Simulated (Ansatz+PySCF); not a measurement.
A calculation with Ansatz (development build ahead of 0.2.0).

```yaml
crystal:
  periodic: [false, false, false]
  atoms:
    - { symbol: F, position_ang: [0.0, 0.0, 0.0] }
    - { symbol: Al, position_ang: [1.11934, 1.49246, 3.23127] }
basis:
  gaussian: { orbitals: STO-3G }
total_charge: 1
magnetization:
  initial_magnetization: 1
hamiltonian:
  xc: hf
correlation:
  method: ccsd_t
  frozen_orbitals: { Al: 5, F: 1 }
scf:
  omitted_lower_state_checks: [stability, starts, atomic_configurations, cluster_reference, orbital_swaps, given_window_search, neighbouring_geometries, increment]
```

The input is written out in the form of the current development build from the run's settings. Correlation on restricted open-shell orbitals is semicanonical, with singles.

The run gave:

```
Converged                                                          : yes
Reference energy                                                   : -336.86732 hartree
CCSD correlation energy                                            : -0.03861 hartree
Triples correction                                                 : 0.00000 hartree
Total energy                                                       : -336.90593 hartree
Spin squared of the determinant                                    : 0.750
T1 diagnostic                                                      : 0.000
Largest doubles amplitude                                          : 0.12
Occupied orbitals by symmetry in an Abelian subgroup (alpha; beta) : 7 A1 2 B1 2 B2; 7 A1 2 B1 1 B2
```
